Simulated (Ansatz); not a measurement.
Scan of CH₂, triplet: symmetric bend, bond length relaxed. Scanned: H-C-H angle. Other coordinates (C-H bond length) were minimised at PBE0/def2-TZVP.

Computed with full CI/def2-TZVP, frozen core in Ansatz (a quantum-chemistry and plane-wave program).

Scanned values (°): 170.69, 163.67, 155.26, 146.64, 138.49, 130.01, 123.31, 117.98, 108.16, 101.81, 90.02, 84.50, 76.72, 69.99.

Q: At which scan points does the profile have its minima and maxima, and how high do they lie?

A: Lower than their neighbours: 130.01° (0.0 kJ/mol). Higher than their neighbours: 170.69° (21.5 kJ/mol, end of the scan), 69.99° (214.8 kJ/mol, end of the scan). The whole profile spans 214.8 kJ/mol.

The scan ran from 180.0 to 60.0; beyond the range shown the relaxed coordinates jump or full CI changes its symmetry label.
